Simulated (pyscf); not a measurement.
HO–Si•(OH)–OH + HF -> HO–Si(OH)(OH)–F + H• (atom transfer; doublet surface; F–H broken, F–Si formed). Structures and frequencies: ωB97X-D3(BJ)/def2-SVP in PySCF. Energies in kJ/mol from the separated reactants.

```json
[
 {"level": "PBE/def2-TZVP", "barrier": "74.2", "reaction energy": "-91.9"},
 {"level": "r²SCAN/def2-TZVP", "barrier": "[?]", "reaction energy": "-106.9"},
 {"level": "B3LYP-D3(BJ)/def2-TZVP", "barrier": "92.3", "reaction energy": "-101.6"},
 {"level": "PBE0-D3(BJ)/def2-TZVP", "barrier": "[?]", "reaction energy": "[?]"},
 {"level": "M06-2X/def2-TZVP", "barrier": "110.2", "reaction energy": "-120.4"},
 {"level": "ωB97M-D3(BJ)/def2-TZVP", "barrier": "102.5", "reaction energy": "-120.8"}
]
```

What belongs in the gaps?


- r²SCAN/def2-TZVP, barrier: 88.3
- PBE0-D3(BJ)/def2-TZVP, barrier: 99.5
- PBE0-D3(BJ)/def2-TZVP, reaction energy: -106.0

The functionals in the table span 35.9 kJ/mol in this barrier, from PBE to M06-2X. On the reactant side the descent ends in a bound adduct (not fully relaxed), 43.7 kJ/mol under the separated species and 164.5 kJ/mol under the saddle at ωB97X-D3(BJ)/def2-TZVP. At ωB97X-D3(BJ) the barrier from the zero used here is 120.9 kJ/mol. This is the saddle that the search found; another between the same sides may lie lower. The angle at the transferred F is 157°.
